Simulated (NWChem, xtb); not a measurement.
# How methods differ on CH2F2O (SMILES OC(F)F)

CH2F2O has 6 atoms, charge 0, and is taken as a singlet. SMILES: `OC(F)F`. The shape is that of a PBE0-D4/def2-TZVP optimisation. This is one conformer, not always the lowest.

Quantity: the mean polarisability, in bohr³. The values are calculated.

```csv
level,kind,program,value (bohr³)
GFN2-xTB,semi-empirical,xtb,24.3
GFN0-xTB,semi-empirical,xtb,24.6
B3LYP/MIDI!,global hybrid,NWChem,14.6
B3LYP/MINI,global hybrid,NWChem,10.5
B3LYP/jorge-DZP,global hybrid,NWChem,16.2
B3LYP/SBKJC-VDZ (core potential),global hybrid,NWChem,14.7
B3LYP/LANL2DZ,global hybrid,NWChem,14.5
B3LYP/DGauss-DZVP,global hybrid,NWChem,16.8
```

The values span 10.5 to 24.6 bohr³. Without the sets that lack polarisation functions the rows with a basis span only 14.6 to 16.8 bohr³.
